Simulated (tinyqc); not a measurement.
UHF in the sto-6g basis, for CH, spin multiplicity 4, step by step (part 2 of 2). Computed by tinyqc, a small Python program that keeps every step (integrals from PySCF). Command: `OMP_NUM_THREADS=1 python tinyqc.py 31577 31578 out.jsonl` (the two numbers bound the seeds that draw the settings). One thread of a shared host (Intel(R) Xeon(R) Processor @ 2.60GHz), about 0.1 s of CPU time with the checks.

Geometry (angstrom):
```
atom         x         y         z
C     0.000000  0.000000  0.000000
H     0.000000  0.000000  1.076000
```

## Iteration 3: building the Fock matrix

D(alpha) after iteration 2, lower triangle:
```
            1C 1s      1C 2s    1C 2px    1C 2py    1C 2pz     2H 1s
1C 1s    1.058186
1C 2s   -0.236044   0.999225
1C 2px   0.000000   0.000000  1.000000
1C 2py   0.000000   0.000000  0.000000  1.000000
1C 2pz   0.054615  -0.300268  0.000000  0.000000  0.398722
2H 1s   -0.019643  -0.047791  0.000000  0.000000  0.353522  0.375333
```

D(beta) after iteration 2, lower triangle:
```
            1C 1s     1C 2s    1C 2px    1C 2py    1C 2pz     2H 1s
1C 1s    1.031146
1C 2s   -0.109628  0.412275
1C 2px   0.000000  0.000000  0.000000
1C 2py   0.000000  0.000000  0.000000  0.000000
1C 2pz  -0.035537  0.126990  0.000000  0.000000  0.039119
2H 1s   -0.095141  0.291904  0.000000  0.000000  0.089944  0.206983
```

core Hamiltonian H = T + V (hartree), lower triangle:
```
             1C 1s      1C 2s     1C 2px     1C 2py     1C 2pz      2H 1s
1C 1s   -18.431121
1C 2s    -4.230832  -5.144829
1C 2px    0.000000   0.000000  -4.114354
1C 2py    0.000000   0.000000   0.000000  -4.114354
1C 2pz   -0.018343  -0.176245   0.000000   0.000000  -4.244628
2H 1s    -1.169966  -2.338701   0.000000   0.000000  -1.928094  -3.354767
```

Two-electron integrals (ij|kl) in chemists' order, unique and non-zero (hartree):
```
(11|11) 3.543743   (21|11) 0.529462   (21|21) 0.100317   (22|11) 0.853596
(22|21) 0.199930   (22|22) 0.624844   (31|31) 0.021271   (32|31) 0.031868
(32|32) 0.138108   (33|11) 0.853598   (33|21) 0.199930   (33|22) 0.624843
(33|33) 0.673218   (41|41) 0.021271   (42|41) 0.031868   (42|42) 0.138108
(43|43) 0.036281   (44|11) 0.853598   (44|21) 0.199930   (44|22) 0.624843
(44|33) 0.600655   (44|44) 0.673218   (51|51) 0.021271   (52|51) 0.031868
(52|52) 0.138108   (53|53) 0.036281   (54|54) 0.036281   (55|11) 0.853598
(55|21) 0.199930   (55|22) 0.624843   (55|33) 0.600655   (55|44) 0.600655
(55|55) 0.673218   (61|11) 0.153328   (61|21) 0.027937   (61|22) 0.054675
(61|33) 0.054467   (61|44) 0.054467   (61|51) 0.001826   (61|52) 0.003513
(61|55) 0.055091   (61|61) 0.008001   (62|11) 0.339675   (62|21) 0.080590
(62|22) 0.274086   (62|33) 0.267857   (62|44) 0.267857   (62|51) 0.008161
(62|52) 0.052657   (62|55) 0.286544   (62|61) 0.023099   (62|62) 0.153878
(63|31) 0.008993   (63|32) 0.044947   (63|53) 0.010489   (63|63) 0.019677
(64|41) 0.008993   (64|42) 0.044947   (64|54) 0.010489   (64|64) 0.019677
(65|11) 0.280883   (65|21) 0.067627   (65|22) 0.243623   (65|33) 0.231360
(65|44) 0.231360   (65|51) 0.014965   (65|52) 0.088454   (65|55) 0.268148
(65|61) 0.020403   (65|62) 0.162682   (65|65) 0.188543   (66|11) 0.479821
(66|21) 0.116070   (66|22) 0.445110   (66|33) 0.421502   (66|44) 0.421502
(66|51) 0.015566   (66|52) 0.130993   (66|55) 0.492326   (66|61) 0.033947
(66|62) 0.309079   (66|65) 0.362172   (66|66) 0.774999
```

nuclear repulsion = 2.95080229 hartree

J_ij = sum D_kl (ij|kl) with D = D(alpha) + D(beta), K_ij = sum D_kl (ik|jl) for each spin; F = H + J - K(s); E = tr D H + tr D J / 2 - 0.5 sum_s tr D(s) K(s) + E_nn.

Coulomb J (hartree), lower triangle:
```
            1C 1s     1C 2s    1C 2px    1C 2py    1C 2pz     2H 1s
1C 1s   10.982974
1C 2s    1.966971  4.646996
1C 2px   0.000000  0.000000  4.632978
1C 2py   0.000000  0.000000  0.000000  4.632978
1C 2pz   0.015670  0.132988  0.000000  0.000000  4.675036
2H 1s    0.557425  2.078183  0.000000  0.000000  1.886885  3.479922
```

exchange K(alpha) (hartree), lower triangle:
```
           1C 1s      1C 2s    1C 2px    1C 2py    1C 2pz     2H 1s
1C 1s   3.646848
1C 2s   0.610432   1.033033
1C 2px  0.000000   0.000000  0.879582
1C 2py  0.000000   0.000000  0.000000  0.879582
1C 2pz  0.001651  -0.038448  0.000000  0.000000  0.737770
2H 1s   0.181864   0.500060  0.000000  0.000000  0.432808  0.686460
```

exchange K(beta) (hartree), lower triangle:
```
           1C 1s     1C 2s    1C 2px    1C 2py    1C 2pz     2H 1s
1C 1s   3.569340
1C 2s   0.535391  0.508617
1C 2px  0.000000  0.000000  0.103793
1C 2py  0.000000  0.000000  0.000000  0.103793
1C 2pz  0.002738  0.235326  0.000000  0.000000  0.234275
2H 1s   0.155665  0.417528  0.000000  0.000000  0.296440  0.513415
```

F(alpha) (hartree), lower triangle:
```
             1C 1s      1C 2s     1C 2px     1C 2py     1C 2pz      2H 1s
1C 1s   -11.094996
1C 2s    -2.874293  -1.530865
1C 2px    0.000000   0.000000  -0.360958
1C 2py    0.000000   0.000000   0.000000  -0.360958
1C 2pz   -0.004323  -0.004809   0.000000   0.000000  -0.307362
2H 1s    -0.794405  -0.760578   0.000000   0.000000  -0.474017  -0.561306
```

F(beta) (hartree), lower triangle:
```
             1C 1s      1C 2s    1C 2px    1C 2py     1C 2pz      2H 1s
1C 1s   -11.017488
1C 2s    -2.799252  -1.006449
1C 2px    0.000000   0.000000  0.414831
1C 2py    0.000000   0.000000  0.000000  0.414831
1C 2pz   -0.005411  -0.278583  0.000000  0.000000   0.196133
2H 1s    -0.768206  -0.678046  0.000000  0.000000  -0.337649  -0.388260
```

total energy of this density = -38.16017016 hartree

## Iteration 3: DIIS over 3 matrices

error matrix X^T (FDS - SDF) X (alpha):
```
           1          2         3         4          5          6
1   0.000000   0.023840  0.000000  0.000000  -0.013852   0.006488
2  -0.023840   0.000000  0.000000  0.000000   0.000125  -0.001961
3   0.000000   0.000000  0.000000  0.000000   0.000000   0.000000
4   0.000000   0.000000  0.000000  0.000000   0.000000   0.000000
5   0.013852  -0.000125  0.000000  0.000000   0.000000   0.001105
6  -0.006488   0.001961  0.000000  0.000000  -0.001105   0.000000
```

B (overlaps of the stored error matrices), lower triangle:
```
                1              2              3
1   8.2464801e-01
2  -1.5788594e-02  6.9987591e-02
3  -6.0604321e-04  1.9033193e-02  8.6438714e-03
```

Minimise |sum c_i e_i|^2 with sum c_i = 1: solve [B -1; -1 0][c; lambda] = [0; -1] with B_ij = tr e_i^T e_j summed over both spins, and take F = sum c_i F_i.

DIIS coefficients: 0.003300  -0.254035  1.250735

extrapolated F(alpha) (hartree), lower triangle:
```
             1C 1s      1C 2s     1C 2px     1C 2py     1C 2pz      2H 1s
1C 1s   -11.108072
1C 2s    -2.877058  -1.534662
1C 2px    0.000000   0.000000  -0.364404
1C 2py    0.000000   0.000000   0.000000  -0.364404
1C 2pz   -0.004222   0.001993   0.000000   0.000000  -0.309742
2H 1s    -0.794917  -0.759721   0.000000   0.000000  -0.469111  -0.553218
```

extrapolated F(beta) (hartree), lower triangle:
```
             1C 1s      1C 2s    1C 2px    1C 2py     1C 2pz      2H 1s
1C 1s   -11.021012
1C 2s    -2.800075  -0.997340
1C 2px    0.000000   0.000000  0.412822
1C 2py    0.000000   0.000000  0.000000  0.412822
1C 2pz   -0.005372  -0.285130  0.000000  0.000000   0.185565
2H 1s    -0.769383  -0.678635  0.000000  0.000000  -0.348002  -0.395123
```

## Iteration 3: diagonalisation and new density

X:
```
                1          2         3          4          5         6
1C 1s    0.220900   0.792528  0.000000   0.000000   0.598763  0.184251
1C 2s   -0.976277  -0.527840  0.000000   0.000000   0.404756  0.412556
1C 2px   0.000000   0.000000  0.996864  -0.079131   0.000000  0.000000
1C 2py   0.000000   0.000000  0.079131   0.996864   0.000000  0.000000
1C 2pz  -0.849734   0.521319  0.000000   0.000000  -0.566290  0.331881
2H 1s    1.254348  -0.197237  0.000000   0.000000  -0.174041  0.513477
```

Diagonalise F' = X^T F X, C = X C', fill 5 alpha and 2 beta electrons from the bottom; D(s) = C_occ C_occ^T. Each column has its largest component positive (the first on a tie).

F' = X^T F X (alpha) (hartree), lower triangle:
```
           1          2          3          4          5          6
1   0.567188
2  -0.681946  -4.920953
3   0.000000   0.000000  -0.364404
4   0.000000   0.000000   0.000000  -0.364404
5  -0.280831  -4.698325   0.000000   0.000000  -5.562268
6  -0.125416  -2.069471   0.000000   0.000000  -2.458692  -1.887818
```

orbital energies (alpha) (hartree): MO1 -11.111445, MO2 -0.883735, MO3 -0.496029, MO4 -0.364404, MO5 -0.364404, MO6 0.687358

coefficients C (alpha):
```
              MO1        MO2        MO3        MO4       MO5        MO6
1C 1s    0.995119  -0.241841   0.091373   0.000000  0.000000   0.110746
1C 2s    0.020947   0.850342  -0.495183   0.000000  0.000000  -0.772680
1C 2px   0.000000   0.000000   0.000000   0.891598  0.452827   0.000000
1C 2py   0.000000   0.000000   0.000000  -0.452827  0.891598   0.000000
1C 2pz   0.002879   0.020977   0.657246   0.000000  0.000000  -0.996108
2H 1s   -0.005641   0.283768   0.515177   0.000000  0.000000   1.249110
```

F' = X^T F X (beta) (hartree), lower triangle:
```
           1          2         3         4          5          6
1   0.738179
2  -0.613194  -4.499150
3   0.000000   0.000000  0.412822
4   0.000000   0.000000  0.000000  0.412822
5  -0.370166  -5.061516  0.000000  0.000000  -5.102557
6  -0.181511  -2.092886  0.000000  0.000000  -2.437570  -1.683771
```

orbital energies (beta) (hartree): MO1 -11.022545, MO2 -0.603582, MO3 0.231707, MO4 0.412822, MO5 0.412822, MO6 0.847122

coefficients C (beta):
```
              MO1        MO2        MO3       MO4        MO5        MO6
1C 1s    0.996815  -0.181821  -0.181865  0.000000   0.000000   0.097917
1C 2s    0.013974   0.579461   0.847935  0.000000   0.000000  -0.714701
1C 2px   0.000000   0.000000   0.000000  0.999170  -0.040734   0.000000
1C 2py   0.000000   0.000000   0.000000  0.040734   0.999170   0.000000
1C 2pz   0.002684   0.247105  -0.509527  0.000000   0.000000  -1.050698
2H 1s   -0.004273   0.487288  -0.475080  0.000000   0.000000   1.201279
```

D(alpha) after iteration 3, lower triangle:
```
            1C 1s      1C 2s    1C 2px    1C 2py    1C 2pz     2H 1s
1C 1s    1.057098
1C 2s   -0.230049   0.968727
1C 2px   0.000000   0.000000  1.000000
1C 2py   0.000000   0.000000  0.000000  1.000000
1C 2pz   0.057846  -0.307559  0.000000  0.000000  0.432420
2H 1s   -0.027167  -0.013925  0.000000  0.000000  0.344534  0.345963
```

D(beta) after iteration 3, lower triangle:
```
            1C 1s     1C 2s    1C 2px    1C 2py    1C 2pz     2H 1s
1C 1s    1.026700
1C 2s   -0.091429  0.335970
1C 2px   0.000000  0.000000  0.000000
1C 2py   0.000000  0.000000  0.000000  0.000000
1C 2pz  -0.042254  0.143225  0.000000  0.000000  0.061068
2H 1s   -0.092858  0.282305  0.000000  0.000000  0.120400  0.237468
```

Within a degenerate level the vectors are fixed only up to a rotation; this is one choice.

## Iteration 9 (converged): orbitals

converged F(alpha) (hartree), lower triangle:
```
             1C 1s      1C 2s     1C 2px     1C 2py     1C 2pz      2H 1s
1C 1s   -11.109506
1C 2s    -2.878891  -1.538520
1C 2px    0.000000   0.000000  -0.369401
1C 2py    0.000000   0.000000   0.000000  -0.369401
1C 2pz   -0.002163   0.008708   0.000000   0.000000  -0.339570
2H 1s    -0.795318  -0.755188   0.000000   0.000000  -0.456225  -0.504210
```

converged F(beta) (hartree), lower triangle:
```
             1C 1s      1C 2s    1C 2px    1C 2py     1C 2pz      2H 1s
1C 1s   -11.024033
1C 2s    -2.803624  -0.940804
1C 2px    0.000000   0.000000  0.423774
1C 2py    0.000000   0.000000  0.000000  0.423774
1C 2pz   -0.003848  -0.299114  0.000000  0.000000   0.156789
2H 1s    -0.770682  -0.668386  0.000000  0.000000  -0.388789  -0.439481
```

As before.

F' = X^T F X (alpha) (hartree), lower triangle:
```
           1          2          3          4          5          6
1   0.591376
2  -0.674942  -4.931170
3   0.000000   0.000000  -0.369401
4   0.000000   0.000000   0.000000  -0.369401
5  -0.308005  -4.684132   0.000000   0.000000  -5.574872
6  -0.088804  -2.077518   0.000000   0.000000  -2.463315  -1.870839
```

orbital energies (alpha) (hartree): MO1 -11.112928, MO2 -0.880031, MO3 -0.495884, MO4 -0.369401, MO5 -0.369401, MO6 0.703336

coefficients C (alpha):
```
              MO1        MO2        MO3        MO4       MO5        MO6
1C 1s    0.995083  -0.246268   0.077568   0.000000  0.000000   0.111835
1C 2s    0.021058   0.875405  -0.429908   0.000000  0.000000  -0.783686
1C 2px   0.000000   0.000000   0.000000  -0.349906  0.936785   0.000000
1C 2py   0.000000   0.000000   0.000000   0.936785  0.349906   0.000000
1C 2pz   0.002648   0.004037   0.698171   0.000000  0.000000  -0.968083
2H 1s   -0.005546   0.252980   0.473600   0.000000  0.000000   1.271972
```

F' = X^T F X (beta) (hartree), lower triangle:
```
           1          2         3         4          5          6
1   0.740226
2  -0.597268  -4.471989
3   0.000000   0.000000  0.423774
4   0.000000   0.000000  0.000000  0.423774
5  -0.370239  -5.075810  0.000000  0.000000  -5.110507
6  -0.214702  -2.119292  0.000000  0.000000  -2.403446  -1.703103
```

orbital energies (beta) (hartree): MO1 -11.025618, MO2 -0.608684, MO3 0.244262, MO4 0.423774, MO5 0.423774, MO6 0.844668

coefficients C (beta):
```
              MO1        MO2        MO3       MO4        MO5        MO6
1C 1s    0.996769  -0.167351  -0.194460  0.000000   0.000000   0.099964
1C 2s    0.014134   0.508865   0.886848  0.000000   0.000000  -0.721193
1C 2px   0.000000   0.000000   0.000000  0.994012  -0.109271   0.000000
1C 2py   0.000000   0.000000   0.000000  0.109271   0.994012   0.000000
1C 2pz   0.002527   0.268947  -0.490659  0.000000   0.000000  -1.054308
2H 1s   -0.004194   0.535047  -0.439618  0.000000   0.000000   1.194438
```

D(alpha) after iteration 9, lower triangle:
```
            1C 1s      1C 2s    1C 2px    1C 2py    1C 2pz     2H 1s
1C 1s    1.056856
1C 2s   -0.227977   0.951598
1C 2px   0.000000   0.000000  1.000000
1C 2py   0.000000   0.000000  0.000000  1.000000
1C 2pz   0.055796  -0.296559  0.000000  0.000000  0.487466
2H 1s   -0.031084   0.017739  0.000000  0.000000  0.331660  0.288327
```

D(beta) after iteration 9, lower triangle:
```
            1C 1s     1C 2s    1C 2px    1C 2py    1C 2pz     2H 1s
1C 1s    1.021556
1C 2s   -0.071071  0.259143
1C 2px   0.000000  0.000000  0.000000
1C 2py   0.000000  0.000000  0.000000  0.000000
1C 2pz  -0.042490  0.136893  0.000000  0.000000  0.072339
2H 1s   -0.093721  0.272207  0.000000  0.000000  0.143889  0.286293
```

Within a degenerate level the vectors are fixed only up to a rotation; this is one choice.

## Convergence

Stop when the energy changes by less than 1e-09 hartree and every element of the error matrix X^T (F D S - S D F) X (for each spin) is below 9e-06.

Course of the cycle:
```
iteration   E (hartree)     change  largest element of the error matrix
1          -38.97963042          -                             4.35e-01
2          -38.13643315   8.43e-01                             1.13e-01
3          -38.16017016  -2.37e-02                             4.10e-02
4          -38.16804629  -7.88e-03                             1.52e-02
5          -38.17039295  -2.35e-03                             6.53e-03
6          -38.17057989  -1.87e-04                             8.93e-04
7          -38.17058385  -3.96e-06                             6.84e-05
8          -38.17058387  -2.38e-08                             1.84e-05
9          -38.17058387  -5.60e-10                             1.68e-06
```

PySCF UHF in the same basis, after a stability check = -38.17058387 hartree

Converged in 9 iterations.

## Populations, bond orders and dipole

overlap S, lower triangle:
```
           1C 1s     1C 2s    1C 2px    1C 2py    1C 2pz     2H 1s
1C 1s   1.000000
1C 2s   0.243228  1.000000
1C 2px  0.000000  0.000000  1.000000
1C 2py  0.000000  0.000000  0.000000  1.000000
1C 2pz  0.000000  0.000000  0.000000  0.000000  1.000000
2H 1s   0.066609  0.499438  0.000000  0.000000  0.471984  1.000000
```

Mulliken: Z minus the diagonal of D S on the atom; Loewdin: the same with S^(1/2) D S^(1/2); Mayer order: 2 sum_s sum (D(s) S)_ij (D(s) S)_ji over the two atoms.

Charges (e):
```
atom   Mulliken    Loewdin  Mulliken spin
1C    -0.064432  -0.039241       3.032260
2H     0.064432   0.039241      -0.032260
```

Mayer bond orders:
```
pair     order
2-1   0.994808
```

dipole moment about the origin, x y z (debye): 0.000000  0.000000  0.036760

<S^2> of the determinant (pure state: 3.75) = 3.754774
